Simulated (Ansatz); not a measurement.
Ta₂Ga: from a trial structure to a relaxed crystal

All numbers below come from DFT PBE, scalar-relativistic, plane waves, PAW in Ansatz 0.2.0. Cutoff 420 eV, Γ-centred k mesh, Gaussian smearing, no spin polarisation in the final step.

Ta₂Ga was placed on the AlB2 structure type (P6/mmm, No. 191), with Ga in place of Al, Ta in place of B, at a guessed volume.

```
Ta Ga
1.0
     3.71017    0.00000    0.00000
    -1.85508    3.21310    0.00000
     0.00000    0.00000    4.00599
Ta Ga
2 1
Direct
  0.33333 0.66667 0.50000
  0.66667 0.33333 0.50000
  0.00000 0.00000 0.00000
```

Steps on the 6×6×4 mesh (3 atoms). 12 of 15 steps are shown, and the free energy counts from the last. Trial steps that were taken back and renewals of the plane-wave basis can be among the rows.

| step | ΔF (meV/atom) | V (Å³/atom) | P (GPa) |
| --- | --- | --- | --- |
| 1 | 2609.8 | 15.92 | 72.22 |
| 2 | 1716.7 | 17.43 | 40.13 |
| 4 | 731.1 | 18.78 | 7.82 |
| 5 | 531.9 | 18.62 | 3.52 |
| 6 | 392.8 | 18.23 | 2.45 |
| 7 | 228.2 | 17.75 | 3.16 |
| 9 | 66.8 | 16.89 | 4.77 |
| 10 | 49.4 | 17.58 | -2.24 |
| 11 | 47.8 | 17.38 | -0.01 |
| 12 | 5.1 | 17.38 | 3.14 |
| 14 | 0.1 | 17.70 | 0.02 |
| 15 | 0.0 | 17.70 | 0.01 |

Steps on the 6×6×6 mesh (3 atoms). 4 of 5 steps are shown, and the free energy counts from the last.

```tsv
step	ΔF (meV/atom)	V (Å³/atom)	P (GPa)
1	6.4	17.70	0.35
2	13.2	17.76	0.35
3	0.1	17.79	-0.36
5	0.0	17.74	0.11
```

A final relaxation ran on a 12×12×16 mesh. The relaxed crystal, P6/mmm (No. 191):

Space group P6/mmm (No. 191). a = 4.701 Å, b = 4.701 Å, c = 2.780 Å, α = 90.00°, β = 90.00°, γ = 120.00°
```json
{"atom": "Ta", "site": "2d", "symmetry": "-6m2", "x": "0.3333", "y": "0.6667", "z": "0.5000"}
{"atom": "Ga", "site": "1a", "symmetry": "6/mmm", "x": "0.0000", "y": "0.0000", "z": "0.0000"}
```

```
Volume per atom          : 17.74 Å³
Density                  : 13.47 g/cm³
Energy over the elements : 0.19 eV/atom
Gap on the 12×12×16 mesh : 0 eV (a metal)
```

Formation energies are uncorrected and refer to the elements' standard structures at the same level.

The final run used a 12×12×16 mesh on its 3-atom cell and 0.10 eV smearing. For metals, differences of a few meV/atom aren't resolved. Spin–orbit coupling is left out.

A structure relaxed within its symmetry needn't be a true minimum.

Cost: 4 runs of about 1.5 core-minutes in all, on Arm Neoverse V1 (shared hosts).